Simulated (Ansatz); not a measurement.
Reading a saddle point

A first-order saddle point of SiNH$_{4}$Cl, closed shell, PBE0-D4/def2-TZVP, with one imaginary mode of 1549i cm⁻¹:

```xyz
7
angstrom
Si -0.3986 -0.5370 -0.7405
Cl 1.0820 -1.9762 -1.0394
H -0.5758 1.0775 -0.5818
N 0.1948 0.7214 0.4854
H -1.3919 -1.2200 0.1411
H 1.0360 1.2287 0.2424
H 0.0532 0.7055 1.4928
```

Ansatz 0.2.0; basis: def2-TZVPP and def2-QZVPP; cores frozen in the correlated methods. Extrapolation: Hartree–Fock as exp(−7.88 √X), correlation as X^−2.97.

**Question.** Which contacts change along the imaginary mode, and what lies on either side? (Judge from chemistry; the calculation decides.)

**Answer.** By the calculation: The step is SiHCl ([SiH][Cl]) + NH₃ → SiNH₄Cl ([NH2][SiH2][Cl]), with the molecules in contact on both sides. Shortening one way: Si1–H3, Si1–N4; lengthening the same way: H3–N4.
```json
{"pair": "Si1–H3", "one side (Å)": "2.59", "saddle (Å)": "1.63", "other side (Å)": "1.48"}
{"pair": "Si1–N4", "one side (Å)": "2.03", "saddle (Å)": "1.85", "other side (Å)": "1.70"}
{"pair": "H3–N4", "one side (Å)": "1.02", "saddle (Å)": "1.36", "other side (Å)": "2.58"}
```

**Question.** Which side is lower, and how far does the saddle lie above each? (An estimate is asked for; the value comes from the calculation.)

**Answer.** Computed: The side with Si1–H3, Si1–N4 short is lower by 1.538 eV; the saddle lies 3.273 eV above it and 1.735 eV above the other (CCSD(T) at an estimated basis limit (MP2 extrapolated from triple and quadruple zeta, plus CCSD(T) − MP2 in triple zeta); electronic energies).

No T1 diagnostic of these runs exceeds 0.013. The restricted Hartree–Fock reference is unstable towards an unrestricted one at one or more of these structures.

Losses and insertions of silylenes and their heavier kin drive the gas-phase chemistry of silicon and germanium vapour deposition.

Labels in which every atom is bracketed show which atoms are joined, not bond orders.

For scale, one of the runs: CCSD(T)/def2-TZVPP, 171 basis functions (an equivalent command: `ansatz run in.yaml --threads 2`). The run took 23 s on 2 CPU threads (shared host), with 1.4 GiB of host memory at its peak.
